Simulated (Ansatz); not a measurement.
Geometry optimisation, Ansatz, RKS PBE0-D4/def2-SVP.

input.yaml

```yaml
crystal:
  periodic: [false, false, false]
  atoms:
    - { symbol: Li, position_ang: [-1.78971, -0.61229, 1.03576] }
    - { symbol: B, position_ang: [-0.60463, -0.88851, -0.62247] }
    - { symbol: Al, position_ang: [0.67579, 0.53437, 0.04031] }
    - { symbol: H, position_ang: [-0.53514, -1.53236, -1.61375] }
    - { symbol: H, position_ang: [2.02494, 1.30364, -0.30374] }
    - { symbol: H, position_ang: [0.22875, 1.19515, 1.46389] }
basis:
  gaussian: { orbitals: def2-SVP }
hamiltonian:
  xc: pbe0
  dispersion: d4
relax:
  f_tol: 0.02
  max_steps: 40
scf:
  lower_state_search: "off"
```

Command:

```bash
$ ansatz run input.yaml --threads 1 --pin off --max-ram 2048MiB --backend cpu --events-out ev --progress --plain --runs-dir out
```

Problem. Where does it end, and by what steps?

Solution. The forces met the threshold. After 17 steps the energy has fallen by 0.704 eV; Li1 moved furthest, 1.02 Å. Joined: Li1–H6.

```json
{"step": "0", "energy less start (eV)": "0.0000", "largest force component (eV/Å)": "1.029", "accepted": "yes"}
{"step": "1", "energy less start (eV)": "-0.1542", "largest force component (eV/Å)": "0.389", "accepted": "yes"}
{"step": "2", "energy less start (eV)": "-0.1835", "largest force component (eV/Å)": "0.192", "accepted": "yes"}
{"step": "3", "energy less start (eV)": "-0.1905", "largest force component (eV/Å)": "0.062", "accepted": "yes"}
{"step": "4", "energy less start (eV)": "-0.1931", "largest force component (eV/Å)": "0.045", "accepted": "yes"}
{"step": "5", "energy less start (eV)": "-0.2152", "largest force component (eV/Å)": "0.218", "accepted": "yes"}
{"step": "6", "energy less start (eV)": "-0.2466", "largest force component (eV/Å)": "0.233", "accepted": "yes"}
{"step": "7", "energy less start (eV)": "-0.2726", "largest force component (eV/Å)": "0.338", "accepted": "yes"}
{"step": "8", "energy less start (eV)": "-0.3706", "largest force component (eV/Å)": "0.536", "accepted": "yes"}
{"step": "9", "energy less start (eV)": "-0.5083", "largest force component (eV/Å)": "0.944", "accepted": "yes"}
{"step": "10", "energy less start (eV)": "-0.5589", "largest force component (eV/Å)": "1.229", "accepted": "yes"}
{"step": "11", "energy less start (eV)": "-0.6337", "largest force component (eV/Å)": "1.044", "accepted": "yes"}
{"step": "12", "energy less start (eV)": "-0.6663", "largest force component (eV/Å)": "0.375", "accepted": "yes"}
{"step": "13", "energy less start (eV)": "-0.6988", "largest force component (eV/Å)": "0.201", "accepted": "yes"}
{"step": "14", "energy less start (eV)": "-0.7031", "largest force component (eV/Å)": "0.066", "accepted": "yes"}
{"step": "15", "energy less start (eV)": "-0.7030", "largest force component (eV/Å)": "0.057", "accepted": "no"}
{"step": "16", "energy less start (eV)": "-0.7042", "largest force component (eV/Å)": "0.028", "accepted": "yes"}
{"step": "17", "energy less start (eV)": "-0.7043", "largest force component (eV/Å)": "0.020", "accepted": "yes"}
```

```xyz
6
Properties=species:S:1:pos:R:3
Li -1.540 0.356 0.819
B -0.411 -0.851 -0.849
Al 0.939 0.289 0.121
H -0.720 -1.836 -1.476
H 1.486 1.744 -0.262
H 0.246 0.299 1.647
```

Whether the end is a true minimum wasn't checked by a vibrational analysis.

Time of the run: 20 s on 1 thread of Intel(R) Xeon(R) Platinum 8375C CPU @ 2.90GHz (Ice Lake), with other jobs on the host, peak memory 0.14 GiB.
